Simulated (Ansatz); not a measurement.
For In₂O₃ (Ia-3, No. 206), PBE-D3(BJ) (plane waves, PAW; Ansatz, a quantum-chemistry and plane-wave program) gives:

```
Quantity                  Result
------------------  ------------
lattice constant a      10.228 Å
cohesive energy     4.57 eV/atom
```

Task: What does r²SCAN in Ansatz (PAW) give for the same quantities?

Result: 
- lattice constant a: 10.160 Å (falls by 0.7 %)
- cohesive energy: 4.52 eV/atom (falls by 0.05 eV/atom)

For comparison: lattice constant a 10.117 Å (measured, temperature not stated, no zero-point or thermal correction; as tabulated in Wikipedia's data pages).

Changes are worked out from the printed values.

Unless a cell is named, each level is at its own relaxed cell.

Levels without +SOC leave out spin–orbit coupling, which shifts energies and cells of such heavy elements.

Caveats: the relaxation could not lower the start's symmetry, so the cell can be a saddle point above a distorted one (PBE-D3(BJ), r²SCAN). Ansatz's density-functional and Hartree–Fock values are scalar-relativistic unless marked +SOC, with PAW data made under PBE.
